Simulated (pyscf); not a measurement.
## Substitution at C: `[CH3][Te][CH3]` + `[CH3]` [doublet] → `[CH3][Te]` [doublet] + `[CH3][CH3]`

Gas phase, doublet surface, charge 0. Bonds broken: Te1–C2. Bonds formed: C2–C10. Single points on ωB97X-D3(BJ)/def2-SVP structures (PySCF, gas phase).

Transition state (Å):

```xyz
13

Te    -1.4921    -1.1608    -1.1266
C     -1.1397     0.3610     0.7190
C      0.4315    -0.6586    -1.9340
H     -2.0883     0.1538     1.2129
H     -0.2416    -0.1457     1.0682
H     -1.0567     1.2409     0.0833
H      0.5711    -1.2330    -2.8606
H      0.4779     0.4137    -2.1678
H      1.2249    -0.9274    -1.2235
C     -0.7659     1.7311     2.3391
H     -1.5976     2.4389     2.2599
H     -0.7910     1.0827     3.2212
H      0.2187     2.1438     2.0951
```

One imaginary mode, 985i cm⁻¹; descent along it reached the two sides named.

| bond | change | reactant side (Å) | saddle | product side |
|---|---|---|---|---|
| Te1–C2 | breaks | 2.141 | 2.418 | 3.7 |
| C2–C10 | forms | 3.5 | 2.155 | 1.527 |

Electronic energies relative to the separated reactants (eV):

```json
[
 {"level": "ωB97X-D3(BJ)/def2-TZVP", "barrier": "0.88", "reaction energy": "-1.47", "reverse barrier": "2.35"},
 {"level": "PBE/def2-TZVP", "barrier": "0.52", "reaction energy": "-1.51", "reverse barrier": "2.03"},
 {"level": "r²SCAN/def2-TZVP", "barrier": "0.66", "reaction energy": "-1.39", "reverse barrier": "2.05"},
 {"level": "B3LYP-D3(BJ)/def2-TZVP", "barrier": "0.66", "reaction energy": "-1.48", "reverse barrier": "2.14"},
 {"level": "PBE0-D3(BJ)/def2-TZVP", "barrier": "0.69", "reaction energy": "-1.51", "reverse barrier": "2.20"},
 {"level": "M06-2X/def2-TZVP", "barrier": "0.73", "reaction energy": "-1.83", "reverse barrier": "2.56"},
 {"level": "ωB97M-D3(BJ)/def2-TZVP", "barrier": "0.83", "reaction energy": "-1.63", "reverse barrier": "2.47"},
 {"level": "HF/def2-TZVP", "barrier": "1.35", "reaction energy": "-1.51", "reverse barrier": "2.86"}
]
```

With ωB97M-D3(BJ)/def2-TZVP energies and thermal terms (ideal gas, 1 atm, RRHO with modes under 100 cm⁻¹ raised to 100, one conformer, R ln 2 for chiral ones without a mode under 150 cm⁻¹), in eV:

| T (K) | ΔH‡ | ΔG‡ | ΔH | ΔG |
|---|---|---|---|---|
| 298 | 0.91 | 1.30 | -1.50 | -1.44 |
| 600 | 0.92 | 1.69 | -1.55 | -1.37 |
| 900 | 0.93 | 2.07 | -1.58 | -1.27 |
| 1200 | 0.96 | 2.45 | -1.60 | -1.16 |

One saddle was located; it need not be the lowest between these sides. The angle at the attacked C is 178°. Elements past Kr carry the def2 core potentials, without spin-orbit coupling.
